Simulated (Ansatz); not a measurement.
hcp Sc, treated with LDA (PAW; Ansatz, a program for electronic structure).

Settings: plane-wave cutoff 520 eV, 18×18×10 k mesh (along the axes of the cell as run), Fermi–Dirac smearing 0.05 eV, scalar-relativistic PAW data made under PBE.

Cell (relaxed at this level):

Sc is modelled in the hexagonal space group P6₃/mmc (No. 194), the hcp (Mg type) structure, Pearson symbol hP2. Cell: a = b = 3.2299 Å, c = 4.9884 Å, α = β = 90.00°, γ = 120.00°. Sc on 2c is coordinated by 12 Sc at 3.114–3.230 Å (anticuboctahedral). (Neighbours: up to the widest gap in distance over summed covalent radii, below 1.35, at either atom.)

Task: Predict the bulk modulus and pressure derivative B′ of the bulk modulus.

Result: 
- bulk modulus: 61.6 GPa
- pressure derivative B′ of the bulk modulus: 3.3

The run finds no gap.

Measured, for comparison: bulk modulus 55.6 GPa (zero-point energy and finite temperature contributions removed, our sources range from 44.5 to 55.6; as tabulated in doi:10.1021/acs.jctc.3c00612). Computed (rounded) less measured: bulk modulus not scored (sources differ).

Note: the bulk modulus comes from volumes at which shape and atoms were relaxed.

It cost very roughly 2.5 core-minutes of CPU time.
